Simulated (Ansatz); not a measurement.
# CH₆AlO+ (SMILES C[OH+][AlH2]): single points off equilibrium

How do the functionals fare away from a minimum? The structure is a structure displaced at random from a GFN2-xTB minimum.

Program: Ansatz 0.2.0, Gaussian basis. Level of theory: single points in def2-TZVPP. These are calculated values, not measurements.

Cores are frozen in the correlated methods.

## Step 1: The starting structure

SMILES `C[OH+][AlH2]`, 9 atoms, charge 1, spin multiplicity 1.

Atoms are counted from 1 here; the program's logs count them from 0.

Bond lengths: C1–O2 1.545 Å, C1–H4 1.345 Å, C1–H5 1.199 Å, C1–H6 1.064 Å, O2–Al3 1.795 Å, O2–H7 1.015 Å, Al3–H8 1.592 Å, Al3–H9 1.671 Å. Angles: O2–C1–H4 101.6°, O2–C1–H5 109.0°, O2–C1–H6 110.6°, H4–C1–H5 111.3°, H4–C1–H6 113.4°, H5–C1–H6 110.5°, C1–O2–Al3 126.1°, C1–O2–H7 106.4°, Al3–O2–H7 127.2°, O2–Al3–H8 116.7°, O2–Al3–H9 113.1°, H8–Al3–H9 130.2°.

As a file:

```
atom     x (Å)     y (Å)     z (Å)
  C1  -0.36200   1.11070  -0.62990
  O2   0.38430  -0.22560  -0.42290
 Al3   0.24160  -1.30620   1.00320
  H4  -1.06160   1.20870   0.51500
  H5  -1.08920   1.00980  -1.57830
  H6   0.32820   1.90770  -0.77250
  H7   0.88110  -0.41340  -1.28730
  H8   1.12510  -2.63070   0.98880
  H9  -0.80540  -0.72170   2.16630
```

## Step 2: CCSD(T)/def2-TZVPP

run/in.yaml

```yaml
crystal:
  periodic: [false, false, false]
  atoms:
    - {symbol: C, position_ang: [-0.362000, 1.110700, -0.629900]}
    - {symbol: O, position_ang: [0.384300, -0.225600, -0.422900]}
    - {symbol: Al, position_ang: [0.241600, -1.306200, 1.003200]}
    - {symbol: H, position_ang: [-1.061600, 1.208700, 0.515000]}
    - {symbol: H, position_ang: [-1.089200, 1.009800, -1.578300]}
    - {symbol: H, position_ang: [0.328200, 1.907700, -0.772500]}
    - {symbol: H, position_ang: [0.881100, -0.413400, -1.287300]}
    - {symbol: H, position_ang: [1.125100, -2.630700, 0.988800]}
    - {symbol: H, position_ang: [-0.805400, -0.721700, 2.166300]}
basis:
  gaussian: {orbitals: def2-TZVPP}
total_charge: 1
correlation: {method: ccsd_t}
output: {forces: true}
```

The command line of these runs was not kept.

## Step 3: PBE0-D4/def2-TZVPP

Changes to run/in.yaml since step 2:

```diff
@@ -15,3 +15,3 @@
 total_charge: 1
-correlation: {method: ccsd_t}
-output: {forces: true}
+hamiltonian: {xc: pbe0, dispersion: d4}
+output: {forces: true, orbitals: {seedname: orbitals}}
```

## Step 4: wB97M-V/def2-TZVPP

Changes to run/in.yaml since step 3:

```diff
@@ -15,3 +15,3 @@
 total_charge: 1
-hamiltonian: {xc: pbe0, dispersion: d4}
-output: {forces: true, orbitals: {seedname: orbitals}}
+hamiltonian: {xc: {name: wB97M-V}}
+output: {forces: true}
```

## Step 5: r2SCAN-D4/def2-TZVPP

Changes to run/in.yaml since step 4:

```diff
@@ -15,3 +15,3 @@
 total_charge: 1
-hamiltonian: {xc: {name: wB97M-V}}
+hamiltonian: {xc: r2scan, dispersion: d4}
 output: {forces: true}
```

## Step 6: PBE-D4/def2-TZVPP

Changes to run/in.yaml since step 5:

```diff
@@ -15,3 +15,3 @@
 total_charge: 1
-hamiltonian: {xc: r2scan, dispersion: d4}
+hamiltonian: {xc: pbe, dispersion: d4}
 output: {forces: true}
```

## Step 7: revPBE-D4/def2-TZVPP

Changes to run/in.yaml since step 6:

```diff
@@ -15,3 +15,3 @@
 total_charge: 1
-hamiltonian: {xc: pbe, dispersion: d4}
+hamiltonian: {xc: {name: revPBE}, dispersion: d4}
 output: {forces: true}
```

## Step 8: BLYP-D4/def2-TZVPP

Changes to run/in.yaml since step 7:

```diff
@@ -15,3 +15,3 @@
 total_charge: 1
-hamiltonian: {xc: {name: revPBE}, dispersion: d4}
+hamiltonian: {xc: {name: BLYP}, dispersion: d4}
 output: {forces: true}
```

(Steps that only read results are left out.)

What does the calculation give? Wanted: energy less free atoms, CCSD(T)/def2-TZVPP; RMS force component; RMS force error; HOMO and LUMO, PBE0-D4; T1 diagnostic.

The runs gave:

| quantity | value |
| --- | --- |
| energy less free atoms, CCSD(T)/def2-TZVPP | -2069.5 kJ/mol |
| RMS force component | 1.538 to 1.689 eV/Å over the methods |
| RMS force error | PBE0-D4 0.075, wB97M-V 0.050, r2SCAN-D4 0.060, PBE-D4 0.161, revPBE-D4 0.170, BLYP-D4 0.187 eV/Å |
| HOMO and LUMO, PBE0-D4 | -13.56 and -6.15 eV |
| T1 diagnostic | 0.011 |

Against CCSD(T) the functionals' energies less atoms differ by -71.7 to -12.0 kJ/mol, PBE-D4 by -71.7 kJ/mol. The reference is not at the basis limit: in triple zeta CCSD(T) underbinds, which counts against methods that bind more; the gaps are no ranking. The forces of wB97M-V come nearest to CCSD(T), those of BLYP-D4 are farthest. Frozen-core CCSD(T) forces in triple zeta carry basis errors of their own, and this is one geometry, so small gaps rank nothing.
